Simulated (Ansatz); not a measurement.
# SiH$_{2}$, triplet: from triple and quadruple zeta to the limit

```yaml
atoms:
  - { symbol: H, position_ang: [0.0000, 0.0000, -1.1670] }
  - { symbol: H, position_ang: [0.0000, 0.0000, -0.4220] }
  - { symbol: Si, position_ang: [0.0000, 0.0000, 1.5890] }
```

Ansatz 0.2.0, UHF determinant, valence electrons correlated. Energies in eV.

| set | X | functions | Hartree–Fock | MP2 correlation | CCSD(T) correlation | time |
| --- | --- | --- | --- | --- | --- | --- |
| def2-TZVPP | 3 | 70 | -7890.5707 | -2.5409 | -3.3242 | 5.5 s on 1 × NVIDIA H100 80GB HBM3 with 1 thread of AMD EPYC 7R13 Processor (Zen 3), on a shared host |
| def2-QZVPP | 4 | 130 | -7890.8007 | -2.7047 | -3.4422 | 5.5 s on 1 × NVIDIA H100 80GB HBM3 with 1 thread of AMD EPYC 7R13 Processor (Zen 3) (shared host) |

Hartree–Fock is taken to follow E(X) = E∞ + A·exp(−7.88·√X), correlation E(X) = E∞ + B·X^−2.97.

Cautions: lower spins were not checked.

Task: Work out the CCSD(T) energy at the limit, and how far the shortcut misses it that extrapolates MP2 and adds CCSD(T) minus MP2 from the smaller set.

Result: Hartree–Fock: E∞ = E4 + 0.1377·(E4 − E3) = -7890.8324. Correlation: E∞ = E4 + 0.7407·(E4 − E3) = -3.5296 for CCSD(T) and -2.8260 for MP2. The limit is -7894.3619 eV, 0.119 eV below def2-QZVPP. The shortcut gives a correlation energy of -2.8260 + (-0.7833) = -3.6093, 80 meV lower than the direct value.

Past Ne part of the Hartree–Fock step between the two sets comes from the cores, which don't follow the formula, so the 32 meV that it adds to the total can overshoot; that part largely cancels in differences.
